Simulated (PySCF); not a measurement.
Molecule: SMILES C1[C@H](C)CC=N1, C5H9N.

Geometry:
```json
{"atom": "C1", "x (Å)": "1.559", "y (Å)": "-0.121", "z (Å)": "-0.762"}
{"atom": "C2", "x (Å)": "0.500", "y (Å)": "0.130", "z (Å)": "0.304"}
{"atom": "C3", "x (Å)": "-0.578", "y (Å)": "-0.967", "z (Å)": "0.306"}
{"atom": "C4", "x (Å)": "-1.677", "y (Å)": "-0.305", "z (Å)": "-0.481"}
{"atom": "N5", "x (Å)": "-1.563", "y (Å)": "0.947", "z (Å)": "-0.658"}
{"atom": "C6", "x (Å)": "-0.336", "y (Å)": "1.391", "z (Å)": "-0.011"}
{"atom": "H7", "x (Å)": "1.096", "y (Å)": "-0.201", "z (Å)": "-1.760"}
{"atom": "H8", "x (Å)": "2.111", "y (Å)": "-1.055", "z (Å)": "-0.571"}
{"atom": "H9", "x (Å)": "2.291", "y (Å)": "0.701", "z (Å)": "-0.799"}
{"atom": "H10", "x (Å)": "0.988", "y (Å)": "0.213", "z (Å)": "1.287"}
{"atom": "H11", "x (Å)": "-0.242", "y (Å)": "-1.919", "z (Å)": "-0.139"}
{"atom": "H12", "x (Å)": "-0.943", "y (Å)": "-1.206", "z (Å)": "1.321"}
{"atom": "H13", "x (Å)": "-2.552", "y (Å)": "-0.848", "z (Å)": "-0.865"}
{"atom": "H14", "x (Å)": "0.198", "y (Å)": "2.106", "z (Å)": "-0.658"}
{"atom": "H15", "x (Å)": "-0.614", "y (Å)": "1.949", "z (Å)": "0.902"}
```

Geometry PBE0-D3(BJ)/def2-SVP throughout; GIAO in PySCF 2.14, gas phase, one conformer, non-relativistic; equivalent atoms averaged; functional PBE0.

Question: How do the shifts δ (against TMS, NH3 at the same level) depend on the basis set? (a selection of nuclei; ppm; last column core-seconds on 1 thread of an Arm Neoverse V2, shared host)

Answer: 
```tsv
basis set	functions	C3	C2	C1	N5	H13	H14	H12	H10	H7/H8/H9	core-s
STO-3G	39	43.1	37.0	23.5	287.5	7.40	3.31	2.24	1.79	0.82	2.7
6-31G	72	45.5	31.1	23.1	357.9	7.82	4.11	2.79	2.18	1.09	5.2
6-31G*	102	43.4	29.8	21.9	336.8	7.37	3.74	2.45	2.12	0.86	7.7
def2-SVP	129	43.8	29.3	21.8	361.3	7.12	3.59	2.38	1.87	0.70	11
pcSseg-1	147	46.9	30.9	22.8	387.8	7.40	3.69	2.51	1.97	0.80	14
6-311+G(2d,p)	216	46.1	31.5	21.6	370.6	7.60	3.71	2.60	2.14	0.78	21
def2-TZVP	240	47.1	32.3	22.6	378.9	7.59	3.71	2.58	2.15	0.78	25
```

Question: Which nucleus among those listed moves most, in ppm?

Answer: N5 (imine nitrogen): from 287.5 ppm with STO-3G to 387.8 ppm with pcSseg-1. The smallest spread is 0.39 ppm, at H10. Proton shifts span only some 12 ppm, so a few tenths of a ppm matter as much there as several ppm in carbon.

Question: Taking the largest basis, def2-TZVP (240 functions), as the yardstick, rank the others by their worst heavy-atom deviation.

Answer: 6-311+G(2d,p) 8.3 ppm (216 functions), pcSseg-1 8.9 ppm (147 functions), def2-SVP 17.6 ppm (129 functions), 6-31G 21.0 ppm (72 functions), 6-31G* 42.1 ppm (102 functions), STO-3G 91.4 ppm (39 functions).

A small basis that lands close on one nucleus may do so by chance; judge by the trend and by all nuclei.
